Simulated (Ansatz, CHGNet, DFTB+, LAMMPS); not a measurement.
## Lattice parameter c of hcp Be: levels of theory against measurement

Reference value: 3.584 Å (measured, 293 K, no zero-point or thermal correction; as tabulated in Wikipedia's data pages).

```
level (code)                     value (Å)
------------------------------  ----------
Lennard-Jones uff-vdw (LAMMPS)       4.355
GFN1-xTB as cut by DFTB+             3.790
CHGNet-r²SCAN                        3.622
LDA (Ansatz)                         3.511
PBE (Ansatz)                         3.562
PBEsol-D3(BJ) (Ansatz)          (withheld)
rVV10 (Ansatz)                  (withheld)
r²SCAN (Ansatz)                      3.564
r²SCAN-D4 (Ansatz)              (withheld)
r²SCAN+rVV10 (Ansatz)                3.563
PBE0 (Ansatz)                   (withheld)
Hartree–Fock (Ansatz)                3.617
```

Problem. Fill in the missing entries.

Solution. 
- PBEsol-D3(BJ) (Ansatz, an electronic-structure program), value (Å): 3.504
- rVV10 (Ansatz), value (Å): 3.550
- r²SCAN-D4 (Ansatz), value (Å): 3.557
- PBE0 (Ansatz), value (Å): 3.568

Differences against the reference: Lennard-Jones uff-vdw +22 %, GFN1-xTB as cut by DFTB+ +5.75 %, CHGNet-r²SCAN +1.06 %, LDA -2.04 %, PBE -0.61 %, PBEsol-D3(BJ) -2.23 %, rVV10 -0.95 %, r²SCAN -0.56 %, r²SCAN-D4 -0.75 %, r²SCAN+rVV10 -0.59 %, PBE0 -0.45 %, Hartree–Fock +0.92 %.

Leaving aside Lennard-Jones uff-vdw (doubt noted below): The reference is not for a static lattice or low temperature, so close values are not ranked against it. Off by more than 3.50 %, or 4.90 % on the side where a correction would as a rule narrow the miss (bounds picked here): GFN1-xTB as cut by DFTB+ (+5.75 %).

The measured value isn't corrected to a static lattice, so vibrations enter the comparison.  Lennard-Jones uff-vdw, GFN1-xTB as cut by DFTB+: the cell moved over 20 % in volume from its start. Lennard-Jones uff-vdw: this is a force field's van der Waals term alone, without bonds or charges. GFN1-xTB as cut by DFTB+: the method was fitted mainly to molecules. GFN1-xTB as cut by DFTB+: codes differ in how they cut the long-range tail of xTB's charge interaction in a crystal, so the value belongs to this code. Cutoffs and k meshes differ between the levels. Ansatz's density-functional and Hartree–Fock values are scalar-relativistic unless marked +SOC, with PAW data made under PBE.

Machine-learned potentials (CHGNet-r²SCAN) are trained on DFT data: a solid inside that data is no test of them.

Differences are worked out from the printed values.
